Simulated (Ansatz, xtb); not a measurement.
## Isomers of C2H5NO in order of energy

3 gas-phase structures of C2H5NO, from a drawn sample of its isomers (lower ones may exist). Each was relaxed with GFN2-xTB:

A. `N/C=C\O`, a singlet
B. `N/C=C/O`, a singlet
C. `C=C(N)O`, a singlet

Problem. Estimate their order in r2SCAN-D4/def2-SVP energy at these geometries, lowest first.

Solution. Calculated order at r2SCAN-D4/def2-SVP: C (0.0), A (10.2), B (12.7) kcal/mol.

Energies above the lowest of each column, in kcal/mol; the last columns are at B3LYP/def2-SVP geometries:

```json
{"structure": "C", "GFN2-xTB": "0.0", "HF/STO-3G": "0.0", "r2SCAN-D4/def2-SVP": "0.0", "B3LYP/def2-SVP": "0.0", "CCSD(T)/def2-TZVP": "0.0"}
{"structure": "A", "GFN2-xTB": "7.4", "HF/STO-3G": "6.2", "r2SCAN-D4/def2-SVP": "10.2", "B3LYP/def2-SVP": "5.5", "CCSD(T)/def2-TZVP": "5.2"}
{"structure": "B", "GFN2-xTB": "8.6", "HF/STO-3G": "7.5", "r2SCAN-D4/def2-SVP": "12.7", "B3LYP/def2-SVP": "11.2", "CCSD(T)/def2-TZVP": "11.1"}
```

Every level run on C puts it lowest or level with the lowest. Flexible structures stand in one conformer each, not always the lowest.

Programs: Ansatz 0.2.0, xtb 6.7.1.
